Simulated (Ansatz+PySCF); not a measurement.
**triplet NH: levels of theory in one basis**

```xyz
2

N     0.0000    0.0000   -0.1374
H     0.0000    0.0000    0.9617
```

Basis set: 6-31G (spherical functions). Frozen core: 1 orbital. Correlation on ROHF uses semicanonical orbitals with singles. Charge 0, multiplicity 3.

Computed with Ansatz (development build ahead of 0.2.0); each method stands on the lowest determinant of its kind that the runs found.

```json
{"method": "ROHF", "E − E(ROHF) (eV)": "0.00", "<S²> of the determinant": "2.00"}
{"method": "UHF", "E − E(ROHF) (eV)": "-0.13", "<S²> of the determinant": "2.02"}
{"method": "ROHF-MP2", "E − E(ROHF) (eV)": "-1.66", "<S²> of the determinant": "–"}
{"method": "UHF-MP2", "E − E(ROHF) (eV)": "-1.69", "<S²> of the determinant": "2.02"}
{"method": "ROHF-CCSD", "E − E(ROHF) (eV)": "-2.06", "<S²> of the determinant": "–"}
{"method": "UHF-CCSD", "E − E(ROHF) (eV)": "-2.06", "<S²> of the determinant": "2.02"}
{"method": "ROHF-CCSD(T)", "E − E(ROHF) (eV)": "-2.08", "<S²> of the determinant": "–"}
{"method": "UHF-CCSD(T)", "E − E(ROHF) (eV)": "-2.08", "<S²> of the determinant": "2.02"}
{"method": "full CI (lowest root of this spin)", "E − E(ROHF) (eV)": "-2.08", "<S²> of the determinant": "–"}
```

(1) Is a single determinant a sound starting point here?

Answers

(1) By this sign, yes. Unrestricted orbitals gain 0.13 eV and <S²> is 2.02 against 2.00 for a pure state.
